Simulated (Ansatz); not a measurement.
[BFH3]- (BH3F⁻). Charge -1, multiplicity 1. Geometry relaxed at PBE0-D4/def2-TZVPD.

```csv
atom,x (Å),y (Å),z (Å)
B1,-0.013,-0.004,0.035
F2,0.497,0.159,-1.319
H3,-0.756,-1.003,0.089
H4,-0.663,1.005,0.367
H5,0.935,-0.158,0.828
```

(1) Estimate the harmonic wavenumbers at RKS PBE0-D4/def2-TZVPD (Ansatz, unscaled). Is this a minimum?

Answers

(1) 871, 959, 959, 1155, 1155, 1194, 2212, 2212, 2251 cm⁻¹. Yes, no mode is imaginary beyond noise. Zero-point energy 77.6 kJ/mol. Run time 8.5 s (4 threads of Arm Neoverse V2 on a shared host).
